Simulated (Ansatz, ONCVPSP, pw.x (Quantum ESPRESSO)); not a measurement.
**pw.x on fcc Hf: one setting changed**

Potential: optimised norm-conserving Vanderbilt (ONCV), ONCVPSP 4.0.1.1 (patched build), PBEsol; core [Kr] 4d10 4f14, reference 5s2 5p6 5d2 6s1 6p1; waves: 5s+6s: rc 1.95 bohr, ncon 3, nbas 7, qcut 7.4 1/bohr, 2 projectors; 5p+6p: rc 2.55 bohr, ncon 4, nbas 7, qcut 4.3 1/bohr, 2 projectors; 5d: rc 3.20 bohr, ncon 3, nbas 7, qcut 5.1 1/bohr, 3 projectors, debl 1.4 Ha; local part: polynomial inside 1.30 bohr (lpopt 5, dvloc0 4 Ha); core correction: Teter function, fcfact 5.25, rcfact 1.

The reference run (k-mesh 13³, cutoffs 50/200 Ry, Fermi–Dirac 0.01 Ry, mixing_beta 0.4, conv_thr 1e-9, no spin) gives -1.11 GPa at 21.622 Å³/atom, where all-electron LAPW gives 0.13 GPa. This run, with its own iteration cap, changes degauss to 0.005.

```
&control
  calculation='scf', prefix='x', pseudo_dir='./', outdir='./tmp', tstress=.true., disk_io='none'
/
&system
  ibrav=0, nat=1, ntyp=1, ecutwfc=50, ecutrho=200, nbnd=14,
  occupations='smearing', smearing='fd', degauss=0.005
/
&electrons
  conv_thr=1e-09, mixing_beta=0.4, electron_maxstep=50
/
ATOMIC_SPECIES
Hf 1.0 Hf.UPF
CELL_PARAMETERS angstrom
  0.00000000 2.21116910 2.21116910
  2.21116910 0.00000000 2.21116910
  2.21116910 2.21116910 0.00000000
ATOMIC_POSITIONS crystal
Hf 0.0000 0.0000 0.0000
K_POINTS automatic
13 13 13 0 0 0
```

```bash
pw.x < Hf.scf.in > Hf.scf.out
```

Q: How does the run end?

A: It converges in 7 iterations; the free energy moves by +32.7 meV/atom and the pressure by -0.22 GPa. In a metal, with Fermi–Dirac smearing, F lies below its zero-width value by a term in the square of the width.

```
Message from routine setup:
     using ibrav=0 with symmetry is DISCOURAGED, use correct ibrav instead
     lattice parameter (alat)  =       5.9093  a.u.
     unit-cell volume          =     145.9125 (a.u.)^3
     number of electrons       =        12.00
     number of Kohn-Sham states=           14
     kinetic-energy cutoff     =      50.0000  Ry
     charge density cutoff     =     200.0000  Ry
     scf convergence threshold =      1.0E-09
     Exchange-correlation= PBESOL
     number of k points=    84  Fermi-Dirac smearing, width (Ry)=  0.0050
     iteration #  1     ecut=    50.00 Ry     beta= 0.40
     total energy              =    -103.40143409 Ry
     estimated scf accuracy    <       0.03502896 Ry
     iteration #  2     ecut=    50.00 Ry     beta= 0.40
     total energy              =    -103.39975815 Ry
     estimated scf accuracy    <       0.00675732 Ry
     iteration #  3     ecut=    50.00 Ry     beta= 0.40
     total energy              =    -103.40064821 Ry
     estimated scf accuracy    <       0.00020418 Ry
     iteration #  4     ecut=    50.00 Ry     beta= 0.40
     total energy              =    -103.40066050 Ry
     estimated scf accuracy    <       0.00000249 Ry
     iteration #  5     ecut=    50.00 Ry     beta= 0.40
     total energy              =    -103.40066117 Ry
     estimated scf accuracy    <       0.00000010 Ry
     iteration #  6     ecut=    50.00 Ry     beta= 0.40
     total energy              =    -103.40066118 Ry
     estimated scf accuracy    <          4.7E-09 Ry
     iteration #  7     ecut=    50.00 Ry     beta= 0.40
     the Fermi energy is    14.9466 ev
!    total energy              =    -103.40066118 Ry
     estimated scf accuracy    <          1.2E-10 Ry
     smearing contrib. (-TS)   =      -0.00158842 Ry
     The total energy is F=E-TS. E is the sum of the following terms:
     one-electron contribution =     -20.07310198 Ry
     hartree contribution      =      13.36179939 Ry
     xc contribution           =     -17.68579517 Ry
     ewald contribution        =     -79.00197500 Ry
     convergence has been achieved in   7 iterations
          total   stress  (Ry/bohr**3)                   (kbar)     P=      -13.29
     Message from routine punch:
     Nothing written, as per user request (disk_io='none')
```

The run took about 22 s on one core of a shared host (Neoverse-N1, 64 threads, 124 GiB, load 59).
